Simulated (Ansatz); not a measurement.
Basis sets compared for P₂S₄⁺. The state is a doublet with charge 1. Geometry PBE0-D4/def2-SVP. Ansatz on 4 threads of Arm Neoverse V1 on a shared host; times are rough, and most runs start from earlier orbitals.

```xyz
6

P    -0.0063   -2.0650    0.3393
P     0.2785    0.8973   -1.8417
S     0.3143    0.9330    1.5272
S    -0.2610    1.9809   -0.1566
S    -1.0302   -0.6968    1.5134
S     0.7047   -1.0494   -1.3817
```

Another isomer (doublet) lies 1.00 eV lower at PBE0-D4/def2-TZVP; other spin states weren't run for this one.

```tsv
level	functions	energy (Eh)	HOMO (eV)	LUMO (eV)	wall time
PBE-D4/def2-SVP	108	-2273.5460	-10.66	-10.08	2 s
PBE0-D4/def2-SVP	108	-2273.6965	-11.68	-9.41	3.3 s
```

(1) Estimate the rows for PBE-D4/def2-TZVP (with forces), PBE0-D4/def2-TZVP.

Results:

(1) 
```json
{"level": "PBE-D4/def2-TZVP (with forces)", "functions": "222", "energy (Eh)": "-2274.3631", "HOMO (eV)": "-10.46", "LUMO (eV)": "-9.87", "wall time": "6 s"}
{"level": "PBE0-D4/def2-TZVP", "functions": "222", "energy (Eh)": "-2274.5113", "HOMO (eV)": "-11.43", "LUMO (eV)": "-9.14", "wall time": "14 s"}
```
